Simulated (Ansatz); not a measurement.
# TiH3: structure and electronic state

Aim: characterise TiH3 as a doublet: its structure, frontier levels and distribution of charge and spin.

Method: UKS PBE0-D4/def2-TZVP; program: Ansatz 0.2.0, Gaussian basis.

Plan: relaxation at PBE-D4/def2-TZVP; a single point at PBE0-D4/def2-TZVP; harmonic vibrations at PBE-D4/def2-TZVP.

### 1 The system as given

4 atoms, charge 0, spin multiplicity 2.

Atoms are counted from 1 here; the program's logs count them from 0.

Bond lengths: Ti1–H2 1.695 Å, Ti1–H3 1.695 Å, Ti1–H4 1.695 Å. Angles: H2–Ti1–H3 120.0°, H2–Ti1–H4 120.0°, H3–Ti1–H4 120.0°.

Formally the metal is d1. No spin-orbit coupling is included.

The start is a GFN2-xTB geometry.

### 2 Relaxation at PBE-D4/def2-TZVP

The input, in.yaml:

```yaml
crystal:
  periodic: [false, false, false]
  atoms:
    - {symbol: Ti, position_ang: [-0.000130, 0.000070, 0.000140]}
    - {symbol: H, position_ang: [1.694600, -0.027980, 0.012960]}
    - {symbol: H, position_ang: [-0.823130, 1.481870, -0.017560]}
    - {symbol: H, position_ang: [-0.871350, -1.453960, 0.004460]}
basis:
  gaussian: {orbitals: def2-TZVP}
magnetization: {spin_polarized: true, initial_magnetization: 1}
hamiltonian: {xc: pbe, dispersion: d4}
scf: {omitted_lower_state_checks: [starts]}
output: {orbitals: {seedname: orbitals}}
relax: {f_tol: 0.02, max_steps: 100}
```

The run is started by

```bash
$ ansatz run in.yaml --threads 4 --pin off --events-out ev --progress --plain --max-ram 3916MiB
```

Further steps of the session: Single point, PBE0-D4/def2-TZVP; Vibrations by finite differences.

Q: Predict the results of all the runs planned. Wanted: point group; near neighbours of the metal; HOMO, LUMO at PBE0-D4/def2-TZVP; ⟨S²⟩; charge on the metal; spin on the metal; dipole at PBE-D4/def2-TZVP; lowest, highest wavenumber.

**Answer**, as computed:

| quantity | value |
| --- | --- |
| point group | C3v |
| near neighbours of the metal | H 1.73, H 1.73, H 1.73 Å |
| HOMO, LUMO at PBE0-D4/def2-TZVP (over both spins) | -6.67, -2.45 eV |
| ⟨S²⟩ | 0.765 |
| charge on the metal (Mulliken, PBE0-D4/def2-TZVP) | +0.54 e |
| spin on the metal (Mulliken) | 1.18 |
| dipole at PBE-D4/def2-TZVP | 1.66 D |
| lowest, highest wavenumber | 293, 1653 cm⁻¹ |

In words: The molecule keeps its bonding pattern by the stored test; the atoms moved 0.15 Å (rms). Of 1 unpaired electron, 1.18 sit on the metal by Mulliken's count, more than all: the ligands carry opposite spin. The Mulliken charge of the metal, +0.54 e, depends on the basis and isn't its oxidation state. All wavenumbers are real: a minimum at this level. The alpha HOMO lies nearest to Ti1 85 % and the alpha LUMO to Ti1 80 %; H3, H4 about 8 % each. Whether this spin is the lowest isn't tested here.
